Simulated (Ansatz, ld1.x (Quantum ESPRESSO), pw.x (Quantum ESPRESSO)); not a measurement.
**From atom to crystal: TM potential for Bi (Z = 83)**

```json
{
  "Element": "bismuth",
  "Generator": "ld1.x (Quantum ESPRESSO) 7.5",
  "Type": "norm-conserving Troullier–Martins (Kleinman–Bylander form)",
  "Functional": "LDA (PW92)",
  "Relativity": "scalar-relativistic",
  "Frozen core": "[Xe] 4f14 5d10",
  "Valence charge": "5",
  "Reference configuration": "6s2 6p3",
  "Partial waves": "6p (bound): rc 2.25 bohr; 6s (bound): rc 2.00 bohr",
  "Local potential": "the s channel",
  "Core correction": "Bessel-smoothed model core inside 2.05 bohr"
}
```

Atomic tests: cutoffs needed: 25 Ry and 45 Ry (the cutoffs (Ry, on a coarse ladder) from which the occupation-weighted sum of valence levels, in a spherical-Bessel basis at the reference potential, stays within 10 and 1 mRy of its value at 400 Ry); ghost test: no extra level below or beside the all-electron valence levels (p, s, d, f tested) (spherical-Bessel basis up to 400 Ry, 20 bohr box); largest excitation error: -815 meV (all-electron minus pseudo) for 6s1 6p0, out of 7 test configurations.

Crystal test: fcc Bi in pw.x 7.5, no spin, 12³ k-points, Fermi–Dirac smearing 0.01 Ry, cutoffs 55/220 Ry. The lattice is a test structure that the element need not adopt, and mesh and smearing are coarse.

pw.x input:

```
&control
  calculation='scf', prefix='x', pseudo_dir='./', outdir='./tmp', tstress=.true., disk_io='none'
/
&system
  ibrav=0, nat=1, ntyp=1, ecutwfc=55, ecutrho=220, nbnd=9,
  occupations='smearing', smearing='fd', degauss=0.01
/
&electrons
  conv_thr=1e-09, mixing_beta=0.4, electron_maxstep=70
/
ATOMIC_SPECIES
Bi 1.0 Bi.UPF
CELL_PARAMETERS angstrom
  0.00000000 2.45287736 2.45287736
  2.45287736 0.00000000 2.45287736
  2.45287736 2.45287736 0.00000000
ATOMIC_POSITIONS crystal
Bi 0.0000 0.0000 0.0000
K_POINTS automatic
12 12 12 0 0 0
```

```bash
pw.x < Bi.scf.in > Bi.scf.out
```

Problem. How does the run end?

Solution. It converges; the pressure is -17.40 GPa against -0.06 GPa from all-electron LAPW. This is a poor potential for the solid. The pseudo pressure rises with volume over part of the range, a mechanical instability. The log shows:

```
     using ibrav=0 with symmetry is DISCOURAGED, use correct ibrav instead
     lattice parameter (alat)  =       6.5553  a.u.
     unit-cell volume          =     199.1838 (a.u.)^3
     number of electrons       =         5.00
     number of Kohn-Sham states=            9
     kinetic-energy cutoff     =      55.0000  Ry
     charge density cutoff     =     220.0000  Ry
     scf convergence threshold =      1.0E-09
     Exchange-correlation= PW
     number of k points=    72  Fermi-Dirac smearing, width (Ry)=  0.0100
     iteration #  1     ecut=    55.00 Ry     beta= 0.40
     total energy              =     -25.48164564 Ry
     estimated scf accuracy    <       0.00374561 Ry
     iteration #  2     ecut=    55.00 Ry     beta= 0.40
     total energy              =     -25.48121769 Ry
     estimated scf accuracy    <       0.00098606 Ry
     iteration #  3     ecut=    55.00 Ry     beta= 0.40
     total energy              =     -25.48132726 Ry
     estimated scf accuracy    <       0.00000514 Ry
     iteration #  4     ecut=    55.00 Ry     beta= 0.40
     total energy              =     -25.48132894 Ry
     estimated scf accuracy    <       0.00000017 Ry
     iteration #  5     ecut=    55.00 Ry     beta= 0.40
     total energy              =     -25.48132898 Ry
     estimated scf accuracy    <          5.5E-09 Ry
     iteration #  6     ecut=    55.00 Ry     beta= 0.40
     the Fermi energy is     6.7455 ev
!    total energy              =     -25.48132898 Ry
     estimated scf accuracy    <          1.8E-10 Ry
     smearing contrib. (-TS)   =      -0.00337598 Ry
     The total energy is F=E-TS. E is the sum of the following terms:
     one-electron contribution =       4.46675340 Ry
     hartree contribution      =       0.17113975 Ry
     xc contribution           =     -17.75177239 Ry
     ewald contribution        =     -12.36407376 Ry
     convergence has been achieved in   6 iterations
          total   stress  (Ry/bohr**3)                   (kbar)     P=     -174.02
     Message from routine punch:
     Nothing written, as per user request (disk_io='none')
```
